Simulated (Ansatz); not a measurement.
# H2O, singlet: reading a ladder of total energies

Geometry: a point of a bend scan, not a stationary point.

```
atom   x (Å)    y (Å)    z (Å)
   O  0.0000  -0.0507   0.0000
   H  0.0000   0.4020  -0.8460
   H  0.0000   0.4020   0.8460
```

Basis 6-31G; Ansatz 0.2.0. Correlated methods freeze the noble-gas cores, which leaves 8 electrons in 12 orbitals. R marks a restricted (for open shells ROHF) determinant.

Full CI is exact within this basis and frozen core; it isn't the basis-set limit.

Runs differ by some tens of microhartree through their thresholds, so steps under 0.03 kcal/mol mean nothing.

```csv
level,total energy (hartree)
RHF,-75.981301
RMP2,-76.108366
RCCSD,-76.114848
RCCSD(T),-76.115820
RCCSDT,-76.115914
RCCSDT(Q),-76.116358
RCCSDTQ,-76.116333
full CI,-76.116344
```

Problem. What is the correlation energy at full CI, and what share of it do RMP2 and RCCSD recover?

Solution. E(corr) = -76.116344 − (-75.981301) = -0.135043 hartree = -3.675 eV. RMP2: -0.127065 / -0.135043 = 94.09 %. RCCSD: -0.133547 / -0.135043 = 98.89 %.

Problem. By how many kcal/mol does RCCSD(T) miss full CI (1 hartree = 627.509 kcal/mol), and which steps make up the rest?

Solution. -76.115820 − (-76.116344) = 0.000524 hartree = 0.33 kcal/mol. Steps: RCCSDT − RCCSD(T) = -0.06, RCCSDT(Q) − RCCSDT = -0.28, RCCSDTQ − RCCSDT(Q) = 0.02, full CI − RCCSDTQ = -0.01 kcal/mol. That is within 1 kcal/mol of the reference in this basis, which itself misses far more of the correlation at the basis-set limit.
